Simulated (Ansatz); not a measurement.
# NaNH₂: how energies converge with the basis set

An exercise on one series of results from a longer session: the logs are not shown, and one member is left open.

Computed with Ansatz 0.2.0, Gaussian basis. Level: one geometry, several basis sets.

Levels to be run: PBE0-D4/def2-SVP; ωB97M-V/def2-SVP; PBE0-D4/def2-QZVPP; ωB97M-V/def2-QZVPP; the functionals' def2-TZVPP values are taken from earlier runs.

### The geometry

An earlier PBE0-D4 in a triple-zeta def2 set relaxation fixed the geometry.

SMILES `[NH2][Na]`, 4 atoms, charge 0, spin multiplicity 1.

Atoms are counted from 1 here; the program's logs count them from 0.

Bond lengths: N1–Na2 2.077 Å, N1–H3 1.014 Å, N1–H4 1.014 Å. Angles: Na2–N1–H3 126.9°, Na2–N1–H4 126.9°, H3–N1–H4 104.6°.

Set-up of the first run:

The input, in.yaml:

```yaml
crystal:
  periodic: [false, false, false]
  atoms:
    - {symbol: N, position_ang: [-0.188622, 0.052310, -0.066187]}
    - {symbol: Na, position_ang: [1.635829, -0.199817, 0.892948]}
    - {symbol: H, position_ang: [-1.024535, -0.509182, 0.056513]}
    - {symbol: H, position_ang: [-0.367172, 0.596389, -0.903574]}
basis:
  gaussian: {orbitals: def2-SVP}
hamiltonian: {xc: pbe0, dispersion: d4}
output: {orbitals: {seedname: orbitals}}
```

Started as:

```sh
$ ansatz run in.yaml --threads 2 --pin off --events-out ev --progress --plain --max-ram 32768MiB --backend cpu
```

Among the steps run: PBE0-D4 in def2-SVP; ωB97M-V in def2-SVP; PBE0-D4 in def2-QZVPP; ωB97M-V in def2-QZVPP.

One table of the session follows, with a row left open; its other results are not shown here.

It belongs to the step «Functionals by basis». 

| functional | basis | HOMO (eV) | LUMO (eV) |
| --- | --- | --- | --- |
| PBE0-D4 | def2-SVP | -3.64 | -1.18 |
| PBE0-D4 | def2-TZVPP | -3.95 | -1.29 |
| PBE0-D4 | def2-QZVPP | -4.03 | -1.28 |
| ωB97M-V | def2-SVP | -5.98 | -0.46 |
| ωB97M-V | def2-TZVPP | -6.30 | -0.65 |
| ωB97M-V | def2-QZVPP | ? | ? |

**Question.** Estimate the row for ωB97M-V, def2-QZVPP.

The run gave: HOMO (eV): -6.40; LUMO (eV): -0.72. In the column «HOMO (eV)» it is the lowest.
